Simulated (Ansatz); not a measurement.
# hcp Os

Calculation: r²SCAN (plane waves, PAW; Ansatz, an electronic-structure program).

Settings: plane-wave cutoff 500 eV, 30×30×18 k mesh (along the axes of the cell as run), Fermi–Dirac smearing 0.1 eV, no spin polarisation, scalar-relativistic PAW data made under PBE.

Cell: relaxed at this level.

```yaml
equilibrium_volume_per_atom: 14.02 Å³/atom
lattice_constant_a: 2.738 Å
c axis length: 4.318 Å
```

Measured, for comparison: lattice constant a 2.734 Å (293 K, no zero-point or thermal correction, our sources range from 2.734 to 2.740; as tabulated in Wikipedia's data pages); lattice parameter c 4.320 Å (293 K, no zero-point or thermal correction; as tabulated in Wikipedia's data pages). Computed (rounded) less measured: lattice constant a +0.1 % (inside the range of the sources held), lattice parameter c 0.0 %.

Spin–orbit coupling is not included.

The result took around 4 core-minutes (rough).
